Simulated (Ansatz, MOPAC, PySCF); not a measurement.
Complex: C2H4 (SMILES C=C) (first 6 atoms) with CH4 (SMILES C); geometry from A24 set.
(charge 0, multiplicity 1):
```xyz
11

C      0.00000     0.64634    -1.60850
C      0.00000    -0.67914    -1.45382
H     -0.92400    -1.24016    -1.38785
H      0.92400    -1.24016    -1.38785
H      0.92404     1.20738    -1.67357
H     -0.92404     1.20738    -1.67357
H      0.00000     0.08295     1.59017
C      0.00000     0.02872     2.67712
H      0.88825     0.52262     3.06664
H     -0.88825     0.52262     3.06664
H      0.00000    -1.01395     2.98955
```

Monomers are frozen at their geometry in the pair; levels with a basis set take the counterpoise correction. Rows marked so take none.

Rows in 3-21G carry no dispersion term and start afresh at each structure. The state that AM1, PM3 reach isn't checked.

Run with Ansatz (a program for electronic structure) with Gaussian orbitals; MOPAC for AM1, PM3 (differences of heats of formation); PySCF for 3-21G rows, the dispersion terms. Each number belongs to the level named beside it.

```
level                          interaction energy (kcal/mol)
-----------------------------  -----------------------------
AM1                                                     0.06
PM3                                                    -0.22
HF/aug-cc-pVDZ                                          0.36
r2SCAN/def2-TZVPPD                                     -0.21
B3LYP/3-21G (no counterpoise)                            [?]
B3LYP/def2-TZVPPD                                        [?]
B3LYP-D4/def2-TZVPPD                                   -0.46
PBE0/def2-TZVPPD                                       -0.20
BHLYP-D3(BJ)/def2-TZVPPD                               -0.50
```

**Question.** What belongs in the gaps?

**Answer.** 
- B3LYP/3-21G (no counterpoise), interaction energy (kcal/mol): -0.83
- B3LYP/def2-TZVPPD, interaction energy (kcal/mol): 0.18
